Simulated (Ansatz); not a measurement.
Reaction (substitution at a C–C bond): `C/C(Cl)=C/CO` + `N=C=O` → `O=C=NCO` + `C=C(C)Cl`

Program: Ansatz. Geometries: PBE0-D4/def2-TZVP. ΔE: electronic, gas phase. CCSD(T)/CBS is the MP2 limit (def2-TZVPP, def2-QZVPP) plus CCSD(T) − MP2 in def2-TZVPP, frozen cores. This one scheme is used for every species. DFT in def2-TZVPP. B3LYP here is the variant with VWN-RPA as its local correlation; programs differ in this. One conformer a species, not always the lowest.

```
             level  ΔE (kJ/mol)  difference from CCSD(T)/CBS
            PBE-D4         19.7                         -2.2
         r2SCAN-D4         19.8                         -2.1
           PBE0-D4         20.0                         -1.9
          B3LYP-D4         17.1                         -4.8
           ωB97X-V         17.9                         -4.0
           ωB97M-V         20.0                         -1.9
            B2PLYP         15.9                         -6.0
               PBE         17.1                         -4.8
            r2SCAN         18.8                         -3.1
              PBE0         17.6                         -4.3
             B3LYP         13.1                         -8.8
     HF/def2-TZVPP          8.8                        -13.1
    MP2/def2-TZVPP         21.1                         -0.8
SCS-MP2/def2-TZVPP         17.7                         -4.2
   CCSD/def2-TZVPP         18.9                         -3.0
CCSD(T)/def2-TZVPP         19.9                         -2.0
     HF/def2-QZVPP          9.0                        -12.9
    MP2/def2-QZVPP         22.4                          0.5
SCS-MP2/def2-QZVPP         18.9                         -3.0
      HF/CBS(def2)          9.1                        -12.8
     MP2/CBS(def2)         23.2                          1.3
    CCSD/CBS(def2)         20.9                         -1.0
       CCSD(T)/CBS         21.9                            0
```

Largest T1 diagnostic among the species: 0.018.

The D4 term adds +3.9 kJ/mol with B3LYP and +2.4 kJ/mol with PBE0; it sums over pairs of atoms, weighted by their polarisabilities, and B3LYP, whose exchange is more repulsive, gets the larger term. In def2-TZVPP, CCSD(T) changes the Hartree–Fock value by +11.0 kJ/mol (the triples alone add +1.0 kJ/mol) and MP2 by +12.3 kJ/mol.
